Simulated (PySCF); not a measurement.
# [PHF3]+ (SMILES F[PH+](F)F): levels of theory compared

Wanted: a comparison of 6 runs (B3LYP/STO-3G, PBE0/STO-3G, UMP2/STO-3G, CCSDT/STO-3G, CCSD(T)/STO-3G, FCI/STO-3G) of [PHF3]+. Input form: a Python script.

The results are computed with PySCF 2.14.0.

7 further runs of the same task are left out: 3 that didn't finish, 4 set aside as unsound or not needed.

### 1 The system as given

The species is [PHF3]+ (5 atoms), meant as a singlet with charge +1. As SMILES, `F[PH+](F)F`. The P2–F4 distance was set to 2.742 Å, away from the relaxed value. At this shape a bond of the SMILES string is far longer than usual.

Bond lengths: F1–P2 1.523 Å, P2–F3 1.524 Å, P2–H5 1.373 Å. Angles: F1–P2–F3 103.7°, F1–P2–H5 114.8°, F3–P2–H5 114.7°.

### 2 The energy at B3LYP/STO-3G (run 1)

Input file input.py:

```python
from pyscf import gto, dft

mol = gto.M(
    atom='''
F    0.246601  -0.095865   2.144155
P    0.972711   0.045085   0.812275
F    1.597381  -1.327925   0.595375
F   -1.059590   0.131070  -1.027050
H    1.855811   1.094785   0.745095
''',
    basis='sto-3g',
    max_memory=1860,
    charge=1,
    verbose=4,
)

calc0 = dft.RKS(mol)
calc0.xc = 'b3lyp'
calc0.conv_tol = 1e-10
calc0.grids.level = 5
calc0.kernel()
if not calc0.converged:
    calc0 = calc0.newton().run(calc0.mo_coeff, calc0.mo_occ)

energy = calc0.e_tot
print('Final energy', energy)
```

Launch:

```
OMP_NUM_THREADS=1 python input.py
```

The log of the run:

```text
PySCF version 2.14.0

[... 95 lines left out ...]
converged SCF energy = -632.772151210933
Final energy -632.7721512109326
```

It took 7.8 s on 1 thread of Arm Neoverse V1, shared host; peak memory 0.23 GiB.

### 3 A single-point energy at PBE0/STO-3G (run 2)

Input file calc.py:

```python
from pyscf import gto, dft

molecule = gto.M(
    atom=[
    ('F', (0.246601, -0.095865, 2.144155)),
    ('P', (0.972711, 0.045085, 0.812275)),
    ('F', (1.597381, -1.327925, 0.595375)),
    ('F', (-1.059590, 0.131070, -1.027050)),
    ('H', (1.855811, 1.094785, 0.745095)),
],
    verbose=4,
    basis='sto-3g',
    max_memory=1860,
    charge=1,
)

mf = dft.RKS(molecule)
mf.xc = 'pbe0'
mf.conv_tol = 1e-10
mf.grids.level = 5
mf.kernel()
if not mf.converged:
    mf = mf.newton().run(mf.mo_coeff, mf.mo_occ)

etot = mf.e_tot
print('E(%s) = %.9f' % ('PBE0', etot))
```

Launch:

```
OMP_NUM_THREADS=1 python calc.py
```

The log of the run:

```text
PySCF version 2.14.0

[... 67 lines left out ...]
WARN: HOMO -0.30159324973926 == LUMO -0.301513194805691
[... 22 lines left out ...]
WARN: HOMO -0.241045480100602 == LUMO -0.240645436848403
[... 4 lines left out ...]
SCF not converged.
SCF energy = -623.059863607735
[... 61 lines left out ...]
converged SCF energy = -632.42808047783
E(PBE0) = -632.428080478
```

Wall time 41 s (1 thread of Arm Neoverse V1, shared host); peak memory 0.27 GiB.

Run 3 isn't shown in full; the table further down has it.

### 4 A single-point energy at CCSDT/STO-3G (run 4)

Input file geometry.xyz:

```xyz
5

F      0.246601    -0.095865     2.144155
P      0.972711     0.045085     0.812275
F      1.597381    -1.327925     0.595375
F     -1.059590     0.131070    -1.027050
H      1.855811     1.094785     0.745095
```

Input file job.py:

```python
from pyscf import gto, cc

mol = gto.M(
    atom='geometry.xyz',
    basis='sto-3g',
    charge=1,
    verbose=4,
    spin=0,
    max_memory=1860,
)

mf = mol.RHF()
mf.conv_tol = 1e-10
mf.kernel()
if not mf.converged:
    mf = mf.newton().run(mf.mo_coeff, mf.mo_occ)

mycc = cc.CCSDT(mf, frozen=8)
mycc.kernel()
energy = mycc.e_tot
print('E = %.10f Eh' % energy)
```

Launch:

```
OMP_NUM_THREADS=1 python job.py
```

The log of the run:

```text
PySCF version 2.14.0

[... 71 lines left out ...]
converged SCF energy = -631.07831897754
[... 16 lines left out ...]
WARN: A large `blksize` is being used, which may cause large memory consumption
[... 12 lines left out ...]
Init t2, MP2 energy = -631.267317659693  E_corr(MP2) -0.188998682154
[... 49 lines left out ...]
RCCSDT converged
[... 3 lines left out ...]
E = -631.3651170520 Eh
```

Run time: 8.1 s. Hardware: 1 thread of Arm Neoverse V1, shared host; peak memory 0.12 GiB.

Run 5 isn't shown in full; the table further down has it.

### 5 The energy at FCI/STO-3G (run 6)

Input file run.py:

```python
from pyscf import gto, scf, mcscf

molecule = gto.Mole()
molecule.atom = '''
F      0.246601    -0.095865     2.144155
P      0.972711     0.045085     0.812275
F      1.597381    -1.327925     0.595375
F     -1.059590     0.131070    -1.027050
H      1.855811     1.094785     0.745095
'''
molecule.verbose = 3
molecule.charge = 1
molecule.max_memory = 1860
molecule.spin = 0
molecule.basis = 'sto-3g'
molecule.build()

mf = scf.RHF(molecule)
mf.conv_tol = 1e-10
mf.kernel()
if not mf.converged:
    mf = mf.newton().run(mf.mo_coeff, mf.mo_occ)

cas = mcscf.CASCI(mf, mf.mo_coeff.shape[-1] - 8, (molecule.nelec[0] - 8, molecule.nelec[1] - 8))  # full CI above the frozen core
cas.fix_spin_(ss=0.0)
cas.kernel()
etot = cas.e_tot
print(f'total energy: {etot:.8f} hartree')
```

Launch:

```
OMP_NUM_THREADS=1 python run.py
```

The log of the run:

```text
converged SCF energy = -631.07831897754
CASCI E = -631.366844121456  E(CI) = -139.670560492478  S^2 = 0.0000000
total energy: -631.36684412 hartree
```

Wall time 24 min (1 thread of Arm Neoverse V1, shared host); peak memory 1.4 GiB.

### 6 Overview of the runs

```tsv
run	level	integration grid	frozen core orbitals	energy (Eh)	HOMO energy (eV)	LUMO energy (eV)	HOMO–LUMO gap (eV)	wall time
1	B3LYP/STO-3G	5	–	-632.772151	-11.97	-9.72	2.26	7.8 s
2	PBE0/STO-3G	5	–	-632.428080	-12.48	-9.62	2.86	41 s
3	UMP2/STO-3G	–	8	-631.333312	-17.01	-5.02	11.99	1.1 s
4	CCSDT/STO-3G	–	8	-631.365117	-14.93	-7.03	7.90	8.1 s
5	CCSD(T)/STO-3G	–	8	-631.369513	-14.93	-7.03	7.90	1 s
6	FCI/STO-3G	–	8	-631.366844	-14.93	-7.03	7.90	24 min
```

### 7 Results

| quantity | value |
| --- | --- |
| run 6: total energy | -631.36684 Eh |
| run 6: HOMO energy (Hartree–Fock orbitals) | -14.93 eV |
| run 6: LUMO energy (Hartree–Fock orbitals) | -7.03 eV |
| run 6: HOMO–LUMO gap (Hartree–Fock orbitals) | 7.90 eV |
| run 6: correlation energy (8 core orbitals frozen) | -288.5 mEh |

**Reading.** Against full CI in this basis: UMP2 +33.5 mEh; CCSDT +1.7 mEh; CCSD(T) -2.7 mEh. Totals of different functionals can't be ranked against each other. In run 5 the T1 diagnostic is large, so a single reference may not serve. In runs 1, 2, 3, 4, 5, 6 the basis is minimal, so the values are rough. Spin contamination of the reference: run 3 ⟨S²⟩ = 1.01. Where it is this large, the reference is a mixture of spin states, and values that rest on it are in doubt. All runs together took 25 min, the longest 24 min.
